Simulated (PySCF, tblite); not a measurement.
# C3H3ClF radical: geometry, infrared bands and EPR parameters

What infrared bands and EPR parameters should C3H3ClF radical (`C/[C]=C(/F)Cl`) show?

The runs use tblite 0.8.0 and PySCF 2.14.0, with density-fitted response routines of our own; the level of theory stands in each step. All values are computed, except where a source is named. Atoms count from 0, in the outputs and in this text.

**1. The molecule as given**

8 atoms, charge 0, multiplicity 2; geometry from: force field or distance geometry start.

Bonds of the start (Å): C0–C1 1.45, C1–C2 1.32, C2–F3 1.38, C2–Cl4 1.76, C0–H5 1.12, C0–H6 1.13, C0–H7 1.09.

**2. Relaxing the molecule with GFN2-xTB**

What the job is given:

```
{"job": {"kind": "relax", "xc": "GFN2-xTB", "basis": "xTB"}, "charge": 0, "multiplicity": 2}
C     -1.162700     0.010500    -0.086300
C      0.156100    -0.578900    -0.157800
C      1.335600    -0.038500     0.061200
F      1.516400     1.288000     0.381300
Cl     2.757000    -1.057800    -0.094700
H     -1.377800     0.284600     0.977700
H     -1.891100    -0.791900    -0.401500
H     -1.324500     0.893600    -0.704500
```

Command:

```
$ OMP_NUM_THREADS=1 python probes_run.py task.json out
```

One launch serves the whole session: the jobs run in the order shown.

**Question.** This job is followed by: GFN2-xTB harmonic vibrations, gas phase; UKS B3LYP, pcH-1 on C Cl F H, non-relativistic, mean-field spin-orbit, GIAO. What will the session give for the following? strongest single infrared mode (GFN2-xTB); zero-point energy (GFN2-xTB); g(iso) (B3LYP); ⟨S²⟩; largest a(iso) (averaged by class); surface potential, 1st and 99th percentile.

As calculated:

| quantity | value |
| --- | --- |
| strongest single infrared mode (GFN2-xTB) | 1154 cm⁻¹, 168 km/mol |
| zero-point energy (GFN2-xTB) | 30.1 kcal/mol |
| g(iso) (B3LYP) | 2.00245 |
| ⟨S²⟩ | 0.758 (exact 0.75) |
| largest a(iso) (averaged by class) | 13C on C1, 214.2 MHz |
| surface potential, 1st and 99th percentile | -0.68 V and 1.15 V |

**Reading.** Relaxing lowered the energy by 0.398 eV in 59 steps; the close pair that moved most is C2–Cl4, from 1.756 to 1.806 Å. No mode is imaginary among the 18: a minimum at this level. The strongest single mode, at 1154 cm⁻¹, has its largest shares on C2, C1, F3 and C0 (the list is cut at 4 atoms). Unscaled tight-binding wavenumbers are off by several per cent, some by more. Its intensities can rank the bands wrongly. C1 carries the largest spin population, 0.94 e. The isotropic g lies 0.1 ppt above the free-electron value.
